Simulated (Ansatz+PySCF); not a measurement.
The numbers below are computed, except where a source is named.
## Ansatz (development build ahead of 0.2.0) run

```yaml
crystal:
  periodic: [false, false, false]
  atoms:
    - { symbol: C, position_ang: [-0.03845, -0.39733, 0.73942] }
    - { symbol: "N", position_ang: [-0.03845, 0.87519, 0.0] }
    - { symbol: C, position_ang: [-0.03845, -0.39733, -0.73942] }
    - { symbol: H, position_ang: [0.90305, 1.26824, 0.0] }
    - { symbol: H, position_ang: [-0.95566, -0.60493, 1.28005] }
    - { symbol: H, position_ang: [-0.95566, -0.60493, -1.28005] }
    - { symbol: H, position_ang: [0.86941, -0.7084, 1.24903] }
    - { symbol: H, position_ang: [0.86941, -0.7084, -1.24903] }
basis:
  gaussian: { orbitals: cc-pVTZ }
total_charge: 1
magnetization:
  spin_polarized: true
  initial_magnetization: 1
hamiltonian:
  xc: hf
correlation:
  method: mp2
  frozen_orbitals: { C: 1, H: 0, "N": 1 }
```

The input is written out in the form of the current development build from the run's settings.

Results

| Property | Result |
| --- | --- |
| Converged | yes |
| Reference energy | -132.77340 hartree |
| Correlation energy | -0.49810 hartree |
| Total energy | -133.27150 hartree |
| Spin squared of the determinant | 0.762 |
| Stability test | minimum |
| Occupied orbitals by symmetry in an Abelian subgroup (alpha; beta) | 8 A' 4 A''; 7 A' 4 A'' |
